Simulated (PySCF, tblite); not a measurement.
System: H3N, singlet: map of symmetric stretch and umbrella angle. Scanned: N-H bond length and angle between the N-H bonds and the threefold axis (90 = planar).

Levels: GFN2-xTB, 300 K electronic temperature (tblite); RHF/cc-pVDZ (PySCF); PBE/cc-pVDZ (PySCF); M06-2X/cc-pVDZ (PySCF); MP2 on RHF/cc-pVDZ, 1 core orbital frozen (PySCF); CCSD on RHF/cc-pVDZ, 1 core orbital frozen (PySCF); CCSD(T) on RHF/cc-pVDZ, 1 core orbital frozen (PySCF).

Energies in kcal/mol at chosen points (x: N-H bond length (Å); y: angle between the N-H bonds and the threefold axis (90 = planar) (°)), relative to x = 1.03, y = 114:

| method | (1.17, 118) | (1.08, 94) | (0.94, 114) | (1.17, 106) | (1.26, 130) | (1.12, 90) | (1.17, 126) |
|---|---|---|---|---|---|---|---|
| GFN2-xTB | 22.9 | 15.1 | 10.1 | 28.4 | 58.4 | 25.4 | 30.0 |
| RHF | 29.7 | 17.8 | 8.6 | 36.9 | 70.0 | 29.9 | 34.7 |
| PBE | 17.9 | 13.9 | 14.3 | 26.9 | 44.7 | 23.1 | 19.8 |
| M06-2X | 22.6 | 15.0 | 12.0 | 30.5 | 54.6 | 25.3 | 25.6 |
| MP2 | 22.3 | 16.3 | 12.4 | 31.4 | 52.2 | 26.9 | 24.6 |
| CCSD | 21.5 | 16.3 | 12.9 | 30.5 | 52.0 | 26.7 | 24.2 |
| CCSD(T) | 20.6 | 16.3 | 13.2 | 30.0 | 49.9 | 26.6 | 23.1 |
